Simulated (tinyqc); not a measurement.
Inside a calculation. Method: Hueckel theory of the pi electrons, for the molecule [CH2]C([CH2])=CN (SMILES; centres numbered as the heavy atoms are written). One step of it, computed by the program tinyqc.

Problem. Orbitals. Diagonalise; E = alpha + x beta with beta < 0, so the largest x are filled first; degenerate levels share their electrons. P = sum n_i c_ri c_si; each orbital has its largest coefficient positive (the first on a tie).

Hueckel matrix in units of beta (H = alpha + beta A):
```
          1C        2C        3C        4C        5N
1C  0.000000  1.000000  0.000000  0.000000  0.000000
2C  1.000000  0.000000  1.000000  1.000000  0.000000
3C  0.000000  1.000000  0.000000  0.000000  0.000000
4C  0.000000  1.000000  0.000000  0.000000  0.820000
5N  0.000000  0.000000  0.000000  0.820000  1.450000
```

pi electrons, sum of z_r less the charge = 6

Give: x values; occupations; coefficients; charge and bond-order matrix P.

Solution.

x values: 2.0503  1.4291  0.0000  -0.2593  -1.7702

occupations: 2.0000  2.0000  2.0000  0.0000  0.0000

coefficients:
```
       MO1      MO2      MO3      MO4      MO5
1C  0.2229  -0.3827   0.7071  -0.3874  -0.3922
2C  0.4571  -0.5469   0.0000   0.1004   0.6942
3C  0.2229  -0.3827  -0.7071  -0.3874  -0.3922
4C  0.4913  -0.0162   0.0000   0.7488  -0.4446
5N  0.6711   0.6386   0.0000  -0.3592   0.1132
```

charge and bond-order matrix P:
```
         1C       2C       3C      4C       5N
1C   1.3922   0.6223  -0.6078  0.2315  -0.1895
2C   0.6223   1.0160   0.6223  0.4669  -0.0850
3C  -0.6078   0.6223   1.3922  0.2315  -0.1895
4C   0.2315   0.4669   0.2315  0.4833   0.6386
5N  -0.1895  -0.0850  -0.1895  0.6386   1.7163
```
